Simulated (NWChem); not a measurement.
**Atomisation of thiophene (C$_{4}$H$_{4}$S)**

SMILES: s1cccc1
```xyz
9

C     -0.7152     0.0000    -1.2803
C      0.7152     0.0000    -1.2803
C      1.2453     0.0000    -0.0040
S      0.0000     0.0000     1.1997
C     -1.2453     0.0000    -0.0040
H     -1.3329     0.0000    -2.1893
H      1.3329     0.0000    -2.1893
H      2.2998     0.0000     0.2982
H     -2.2998     0.0000     0.2982
```
Charge 0, spin multiplicity 1.

The numbers come from NWChem runs, not from measurements. All single points use one geometry, from PBE/def2-SVP, a minimum by its harmonic frequencies.

Basis set: def2-TZVP. The atomisation energy is electronic alone: no zero-point, thermal, spin-orbit or counterpoise terms. No value is extrapolated to the basis-set limit. Free atoms are single determinants with multiplicities C 3, S 3, H 2.

B3LYP has NWChem's definition, with VWN1-RPA local correlation. No SCF solution was tested for a lower state. Open-shell Hartree-Fock references start from PBE0 orbitals.

Task: For the atomisation energy, PBE gives 996.3 kcal/mol and HF gives 692.1 kcal/mol. What do B3LYP, LDA (SVWN5), PBE0 give?

Result: B3LYP: 952.3 kcal/mol; LDA (SVWN5): 1120.1 kcal/mol; PBE0: 974.2 kcal/mol.
